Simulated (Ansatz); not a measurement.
## What a trial cell of SnH2 relaxes into

These are results of DFT PBE, scalar-relativistic, plane waves, PAW (Ansatz 0.2.0), not measurements.

The start puts SnH2 on the cadmium chloride structure type (R-3m, No. 166), with Sn in place of Cd, H in place of Cl, at a guessed volume.

The final relaxation ran on this input, with the default PAW datasets:

```yaml
crystal:
  lattice:
    - [0.0, 2.6792992352, 2.6792992352]
    - [2.6792992352, 0.0, 2.6792992352]
    - [2.6792992352, 2.6792992352, 0.0]
  atoms:
    - { symbol: Sn, position: [0.0, 0.0, 0.0] }
    - { symbol: H, position: [0.75, 0.75, 0.75] }
    - { symbol: H, position: [0.25, 0.25, 0.25] }
basis:
  ecutwfc: 420
kpoints:
  mp_grid: { grid: [16, 16, 16] }
hamiltonian:
  xc: pbe
scf:
  occupations: { method: gaussian, width: 0.1 }
output:
  forces: true
  stress: true
  eigenvalues: true
relax:
  adjacent_minimum: "off"
  f_tol: 0.01
  max_steps: 80
  cell: { stress_tol: 0.05 }
```

Launched as:

```bash
ansatz run input.yaml --threads 1 --pin off --max-ram 2560MiB --backend cpu --events-out ev --progress --plain --runs-dir out
```

It took 8.1 s on 1 thread of Intel(R) Xeon(R) 6975P-C (Granite Rapids) (shared host), peak memory 0.41 GiB.

The program printed at the end:

```
SCF converged after 5 iterations
Free energy (F): -6054.388111 eV
Harris-Foulkes:  -6054.388111 eV  (|F-HF|=0.00e0)
Internal energy: -6054.385216 eV  (E = F + TS)
E sigma→0 (E₀):  -6054.386663 eV
Entropy (-TS):   -0.002895 eV (-0.965 meV/atom)
Fermi energy:    7.787018 eV
--- Per-component energies (eV) ---
  E_band       = -124.428581
  E_kinetic    = 210.878133
  E_local      = -1011.699833  (includes V_loc(G=0)·N_el)
  E_nonlocal   = -30.279468
  E_hartree    = 588.518123
  E_xc         = -400.475113
  E_vxc        = -118.872103  (∫ρ·V_xc dr)
  E_paw        = -4134.239090  (= ΣΔE_a)
  E_vpaw       = -351.489368  (= ΣTr[D̂ρ^β])
  E_aug_tail   = -0.002274  (compensation charges beyond the density's cutoff)
  E_ewald      = -1277.085693
  E_smearing   = -0.002895  (= −TS)
  E_closure    = 0.000000  (closes the sum)
  Σ components = -6054.388111   (vs F -6054.388111, Δ=0.00e0)
--- Forces (eV/Å), atoms counted from 1 ---
  atom   1  Sn     0.00000000     0.00000000     0.00000000
  atom   2  H      0.00000000     0.00000000     0.00000000
  atom   3  H      0.00000000     0.00000000     0.00000000
  max |Σ_I F_I| component: 9.76e-19 eV/Å
--- Stress (GPa, compression-positive) ---
        0.000133       0.000000       0.000000
        0.000000       0.000133       0.000000
        0.000000       0.000000       0.000133
  P = ⅓ Tr σ = 0.0001 GPa (0.001 kbar)
--- Relaxed structure (3 steps of the walk, 3 accepted, 1 SCFs on fresh bases) ---
  F+E_penalty+E_count = -6054.38811109 eV   max|allowed force component| = 3.879e-18 eV/Å   (the final SCF, on the basis selected at the relaxed cell)
  cell:  # Å, volume = 39.0037 Å³
    - [0.000000, 2.691692, 2.691692]
    - [2.691692, 0.000000, 2.691692]
    - [2.691692, 2.691692, 0.000000]
  atoms:
    - { symbol: Sn, position: [0.000000, 0.000000, 0.000000] }
    - { symbol: H, position: [0.750000, 0.750000, 0.750000] }
    - { symbol: H, position: [0.25, 0.25, 0.25] }
```

Total energies depend on the potentials used, so only differences within one code and one set of settings carry meaning.

The result has space group Fm-3m (No. 225). Sn has 8 H at 2.33 Å; around H lie 4 Sn at 2.33 Å and 6 H at 2.69 Å.

Against the elements it lies at 0.52 eV/atom. The zero of energy is the elements' standard structures at the same level (H₂ as a molecule); no fitted shifts are applied.

For metals, differences of a few meV/atom aren't resolved.

A structure relaxed within its symmetry needn't be a true minimum.